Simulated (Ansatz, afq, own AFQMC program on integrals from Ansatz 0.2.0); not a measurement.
**Si⁻, quartet: AFQMC among the cluster methods**

A free Si anion.

Basis aug-cc-pVTZ. Only valence electrons are correlated. Integrals, coupled cluster, full CI and functionals: Ansatz 0.2.0; the random walks run on the same integrals in our own AFQMC program. ph-AFQMC/CISD is guided by a CISD state made of CCSD amplitudes; releasing the constraint for a short imaginary time cuts its bias at the price of noise, slowly where states lie close. ± is one standard error of the sampling.

Determinant: UHF, the one that the program's search chose, which needn't be the lowest solution.

Full CI on the same integrals is exact in this basis and with this determinant's frozen core.

Cautions: the released energies are still falling, so no released level is given (meV from the phaseless value at times in 1/Eh: -3.8 ± 1.7 at 0.24, -5.4 ± 1.6 at 0.51, -9.2 ± 1.5 at 0.99, -9.5 ± 1.3 at 1.62, -14.3 ± 1.2 at 2.40), though the last usable value meets full CI within the noise.

The T1 diagnostic is 0.0071. The weight of the determinant in the CISD state is 0.921 and the ⟨S²⟩ of the determinant is 3.751. The size of the correlated space is 5 electrons in 45 orbitals.

| level | correlation energy (eV) |
| --- | --- |
| MP2 | -2.0762 |
| CCSD | -2.5054 |
| CCSD(T) | -2.6342 |

**Question.** Estimate where full CI lies against CCSD(T) on the same integrals.

**Answer.** 1.28 mEh below CCSD(T).

Reference: full CI, correlation energy -2.669 eV.

| level | E − E(reference) (mEh) | share of correlation (%) |
| --- | --- | --- |
| CCSD(T) | 1.28 | 98.70 |
| CCSDT | 0.27 | 99.73 |
| CCSDT(Q) | 0.05 | 99.95 |
| ph-AFQMC/CISD | 0.48 ± 0.05 | 99.51 |

CCSDT and higher add their correlation energy to the determinant of the CCSD(T) run, since their own runs factorise the integrals more tightly (a shift of under 2 meV). A walk keeps the symmetry of its determinant, which the program's search chose and which needn't be the lowest solution, so a lower state of the same spin and another symmetry isn't excluded.
